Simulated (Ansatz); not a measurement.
Ansatz (a first-principles code) input (HF/3-21G): The .json file is the Basis Set Exchange's 3-21G.

Ansatz 0.2 input:
```yaml
crystal:
  periodic: [false, false, false]
  atoms:
    - {symbol: Al, position_ang: [0.00000000, 0.00000000, -0.00000000]}
    - {symbol: Cl, position_ang: [-0.00613383, 2.15967972, 0.02941432]}
    - {symbol: Cl, position_ang: [1.87351398, -1.07431792, -0.03009461]}
    - {symbol: Cl, position_ang: [-1.86738015, -1.08536179, 0.00068028]}
basis:
  gaussian:
    orbitals: 3-21G.json
hamiltonian:
  xc: {name: HF}
phonons: {temperatures: {t_min: 298.15, t_max: 298.15, t_step: 100}}
```

Output:

```
Functional definition: HF
integrals: 0.01 GiB planned
627 factors; integrals over basis functions are off by at most 7.9e-5 eV
mean field: 0.12 GiB planned
mean field evaluation 1: about -43882.2964 eV, gradient 1.8e1 eV
mean field evaluation 2: about -43882.2984 eV, gradient 1.8e1 eV
mean field evaluation 4: about -43883.6910 eV, gradient 8.7e-1 eV
mean field evaluation 8: about -43883.6959 eV, gradient 3.6e-6 eV
mean field -43883.69591358 eV, -1612.6960793867 hartree, gradient 4.6e-5 eV, S^2 0.000000; 0 other end points of the search recorded, 0 dependent functions left out
the calculation of the forces begins
reference -43883.69591358 eV, -1612.6960793867 hartree; 32, 32 occupied and 20, 20 virtual orbitals, 627 factors
these checks for a lower state are left out or cut short: stability, starts, cluster_reference, orbital_swaps, neighbouring_geometries, increment
integrals: 0.01 GiB planned
627 factors; integrals over basis functions are off by at most 7.9e-5 eV
mean field: 0.12 GiB planned
mean field evaluation 16: about -43883.6959 eV, gradient 7.7e-7 eV
mean field -43883.69585839 eV, -1612.6960773583 hartree, gradient 8.9e-7 eV, S^2 0.000000; 0 other end points of the search recorded, 0 dependent functions left out
the calculation of the forces begins
reference -43883.69585839 eV, -1612.6960773583 hartree; 32, 32 occupied and 20, 20 virtual orbitals, 627 factors
these checks for a lower state are left out or cut short: stability, starts, cluster_reference, orbital_swaps, neighbouring_geometries, increment
integrals: 0.01 GiB planned
627 factors; integrals over basis functions are off by at most 7.8e-5 eV
mean field: 0.12 GiB planned
mean field -43883.69585852 eV, -1612.6960773630 hartree, gradient 8.9e-7 eV, S^2 0.000000; 0 other end points of the search recorded, 0 dependent functions left out
the calculation of the forces begins
reference -43883.69585852 eV, -1612.6960773630 hartree; 32, 32 occupied and 20, 20 virtual orbitals, 627 factors
these checks for a lower state are left out or cut short: stability, starts, cluster_reference, orbital_swaps, neighbouring_geometries, increment
integrals: 0.01 GiB planned
627 factors; integrals over basis functions are off by at most 7.8e-5 eV
mean field: 0.12 GiB planned
mean field -43883.69589468 eV, -1612.6960786920 hartree, gradient 2.8e-6 eV, S^2 0.000000; 0 other end points of the search recorded, 0 dependent functions left out
the calculation of the forces begins
reference -43883.69589468 eV, -1612.6960786920 hartree; 32, 32 occupied and 20, 20 virtual orbitals, 627 factors
these checks for a lower state are left out or cut short: stability, starts, cluster_reference, orbital_swaps, neighbouring_geometries, increment
integrals: 0.01 GiB planned
627 factors; integrals over basis functions are off by at most 7.9e-5 eV
mean field: 0.12 GiB planned
mean field evaluation 32: about -43883.6959 eV, gradient 9.1e-2 eV
mean field -43883.69589488 eV, -1612.6960786994 hartree, gradient 2.8e-6 eV, S^2 0.000000; 0 other end points of the search recorded, 0 dependent functions left out
the calculation of the forces begins
reference -43883.69589488 eV, -1612.6960786994 hartree; 32, 32 occupied and 20, 20 virtual orbitals, 627 factors
these checks for a lower state are left out or cut short: stability, starts, cluster_reference, orbital_swaps, neighbouring_geometries, increment
integrals: 0.01 GiB planned
627 factors; integrals over basis functions are off by at most 7.9e-5 eV
mean field: 0.12 GiB planned
mean field -43883.69589816 eV, -1612.6960788201 hartree, gradient 2.4e-6 eV, S^2 0.000000; 0 other end points of the search recorded, 0 dependent functions left out
the calculation of the forces begins
reference -43883.69589816 eV, -1612.6960788201 hartree; 32, 32 occupied and 20, 20 virtual orbitals, 627 factors
these checks for a lower state are left out or cut short: stability, starts, cluster_reference, orbital_swaps, neighbouring_geometries, increment
integrals: 0.01 GiB planned
627 factors; integrals over basis functions are off by at most 7.9e-5 eV
mean field: 0.12 GiB planned
mean field -43883.69589832 eV, -1612.6960788259 hartree, gradient 2.4e-6 eV, S^2 0.000000; 0 other end points of the search recorded, 0 dependent functions left out
the calculation of the forces begins
reference -43883.69589832 eV, -1612.6960788259 hartree; 32, 32 occupied and 20, 20 virtual orbitals, 627 factors
these checks for a lower state are left out or cut short: stability, starts, cluster_reference, orbital_swaps, neighbouring_geometries, increment
integrals: 0.01 GiB planned
627 factors; integrals over basis functions are off by at most 7.9e-5 eV
mean field: 0.12 GiB planned
mean field -43883.69589316 eV, -1612.6960786361 hartree, gradient 3.0e-6 eV, S^2 0.000000; 0 other end points of the search recorded, 0 dependent functions left out
the calculation of the forces begins
reference -43883.69589316 eV, -1612.6960786361 hartree; 32, 32 occupied and 20, 20 virtual orbitals, 627 factors
these checks for a lower state are left out or cut short: stability, starts, cluster_reference, orbital_swaps, neighbouring_geometries, increment
integrals: 0.01 GiB planned
627 factors; integrals over basis functions are off by at most 7.8e-5 eV
mean field: 0.12 GiB planned
mean field -43883.69589293 eV, -1612.6960786279 hartree, gradient 1.0e-6 eV, S^2 0.000000; 0 other end points of the search recorded, 0 dependent functions left out
the calculation of the forces begins
reference -43883.69589293 eV, -1612.6960786279 hartree; 32, 32 occupied and 20, 20 virtual orbitals, 627 factors
Total energy: -43883.69591358 eV, -1612.6960793867 hartree
Atom 0 at     0.000000     0.000000     0.000000 Å, force     0.000000    -0.000000    -0.000000 eV/Å
Atom 1 at    -0.006134     2.159680     0.029414 Å, force    -0.000000     0.000061     0.000001 eV/Å
Atom 2 at     1.873514    -1.074318    -0.030095 Å, force     0.000053    -0.000030    -0.000001 eV/Å
Atom 3 at    -1.867380    -1.085362     0.000680 Å, force    -0.000052    -0.000030     0.000000 eV/Å
Dipole moment:     0.000000    -0.000000    -0.000000 e Å
Vibrations: 140.55 140.55 196.88 364.54 607.33 607.33 cm⁻¹, zero-point energy 0.127529 eV
```

The blocks after the first are displaced geometries, from whose forces the wavenumbers follow.
